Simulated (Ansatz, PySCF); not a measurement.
System: sulfur dioxide, SO₂ (charge 0, singlet). 
Coordinates optimised at B3LYP-D3(BJ)/def2-TZVP (Ansatz, a quantum-chemistry and plane-wave program):
SMILES: O=S=O
```xyz
3

S     -0.0171     0.0041     0.3653
O      0.0256     1.2345    -0.3789
O      0.0086    -1.2427    -0.3517
```

Total electronic energies in hartree. Correlated levels leave the core frozen unless marked. Spin-orbit coupling is left out. No relativistic terms. Basis-set limits of correlation are two-point, X^-3; Hartree-Fock from the larger set.

The Hartree-Fock reference is unstable (checked in the largest basis), which strains HF and MP2. 

```csv
level,program,energy (Eh)
HF-D4/def2-TZVPD,PySCF + dftd4,-547.31032
RI-HF/aug-cc-pV(T+d)Z,Ansatz,-547.30561
PBE0-D4/def2-TZVP,Ansatz + dftd4,-548.41223
LC-wPBE-D4/def2-TZVPD,Ansatz + dftd4,___
wB97X-V/def2-TZVPD,Ansatz,-548.59439
RPA@PBE/cc-pV(Q+d)Z,Ansatz,-548.35122
MP2/6-31G*,Ansatz,-547.67895
CCSD/cc-pV(T+d)Z,Ansatz,-547.95286
"CCSD(T)/CBS(cc-pV(T+d)Z,cc-pV(Q+d)Z)",Ansatz,-548.0925
```

Problem. Complete the blanks.

Solution. 
- LC-wPBE-D4/def2-TZVPD, energy (Eh): -548.50361
